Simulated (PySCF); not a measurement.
Question: Give a PBE0-D3(BJ)/def2-SVP geometry of `CC1=CCC=C1`.

Answer: 
Z-matrix in Å and degrees, rows numbered from 1:
```
C 
C   1  1.4911
C   2  1.3534  1  127.98
C   3  1.4946  2  109.72  1  -179.98
C   4  1.4956  3  103.49  2    -0.01
C   5  1.3487  4  108.89  3    -0.00
H   1  1.1026  2  111.14  3  -120.96
H   1  1.1026  2  111.14  3   120.38
H   1  1.0989  2  111.53  3    -0.28
H   3  1.0912  2  126.00  1     0.00
H   4  1.1066  3  112.23  2   120.69
H   4  1.1065  3  112.25  2  -120.74
H   5  1.0908  4  124.31  3  -179.96
H   6  1.0924  2  124.11  1    -0.02
```

The 6 C–C bonds span 1.349 Å (C5=C6, drawn double) to 1.496 Å (C4–C5, drawn single), a spread of 0.147 Å. The 5-membered ring C2–C3–C4–C5–C6 has internal angles of 103.5° to 109.8°; it is planar, 0.00 Å rms from its mean plane, widest ring torsion 0°. The 6 heavy atoms lie in one plane (0.000 Å rms).

Level of theory: PySCF, PBE0-D3(BJ)/def2-SVP geometry optimisation, gas phase.

Point group: Cs (tolerance 0.08 Å). Whether it is a minimum is left open (no frequencies).

On an x86-64 server with one thread, on a shared host, this took 16 s wall. This is the geometry optimisation.
